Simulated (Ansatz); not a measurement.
H$_{2}$S, singlet: the ladder up to RCCSDT(Q)

Geometry: MP2(full)/6-31G*, from the G2/97 set.

```xyz
3

S     0.0000    0.0000    0.0544
H     0.0000    0.9743   -0.8648
H     0.0000   -0.9743   -0.8648
```

Basis cc-pV(Q+d)Z; Ansatz 0.2.0. Only valence electrons are correlated (noble-gas cores frozen), which leaves 8 electrons in 119 orbitals. R marks a restricted (for open shells ROHF) determinant. Active spaces: valence = (8e, 6o) chosen from the atoms' valence shells.

Full CI isn't at hand for all of this; RCCSDT(Q) serves as the reference, and is uncertain by about the last step of the cluster series.

* UHF ⟨S²⟩: 0.000
* T1 diagnostic (RCCSD): 0.0102
* largest doubles amplitude (RCCSD): 0.040

| level | E − E(RHF) (eV) |
| --- | --- |
| RMP2 | -5.6226 |
| RCCSD | -6.2239 |
| RCCSD(T) | -6.4795 |

(1) Estimate how far RCCSDT(Q) in cc-pV(Q+d)Z lies from RCCSD(T). The table doesn't fix it; the size of (T) and the diagnostics are the guide.

(1) RCCSDT(Q) in cc-pV(Q+d)Z lies 0.70 kcal/mol below RCCSD(T), which is 12 % of the (T) step (-5.90 kcal/mol). The diagnostics are small and one determinant leads, so the series closes fast and only a small part of (T) is left.

The other levels:

```
                            level  E − E(RCCSDT(Q)) (kcal/mol)  share of correlation (%)     wall time
                             CISD                        14.31                     90.47          13 s
                          BCCD(T)                         0.69                     99.54         3.8 s
                           RCCSDT                         0.27                     99.82             –
           CASSCF (valence space)                       128.47                     14.43             –
           NEVPT2 (valence space)                        28.11                     81.28  1.8 s (H100)
           MRCISD (valence space)                        10.68                     92.89             –
         MRCISD+Q (valence space)                         1.73                     98.85  1.9 s (H100)
MRCISD+Q(relaxed) (valence space)                         1.16                     99.23  4.9 s (H100)
```

The correlation energy at RCCSDT(Q), counted from RHF, is -6.510 eV. That run took 6.5 s on 2 threads of AMD EPYC 7R13 with a shared H100 80 GB, shared host.

Times hold each run's SCF and search for its determinant on a shared host, so for small cases they say little of a method's own cost; rows without a card ran on 1 thread of AMD EPYC 7R13.

Natural occupations of CASSCF (valence space) about the gap: 1.999 1.997 1.978 1.974 0.030 0.022; effectively unpaired electrons, Σ n²(2−n)², 0.01.

Atomization energy (electronic, same basis, no zero-point term; atoms at the same level, unrestricted beside the R rows where the molecule is a closed shell, with restricted open-shell steps beyond CCSDT(Q)) at RCCSDT(Q): 760.4 kJ/mol. Errors of other levels:

```
                            level  error (kJ/mol)
                              RHF          -217.9
                             RMP2           -10.5
                             CISD           -32.3
                            RCCSD            -9.6
                         RCCSD(T)            -0.3
                          BCCD(T)             0.0
                           RCCSDT            -0.6
           CASSCF (valence space)          -111.6
           NEVPT2 (valence space)           -19.9
           MRCISD (valence space)           -11.9
         MRCISD+Q (valence space)            -2.6
MRCISD+Q(relaxed) (valence space)            -0.2
```

This basis is far from its limit, so the value isn't to be set against a measured one. Truncated CI isn't size-consistent, which counts against it in atomization.
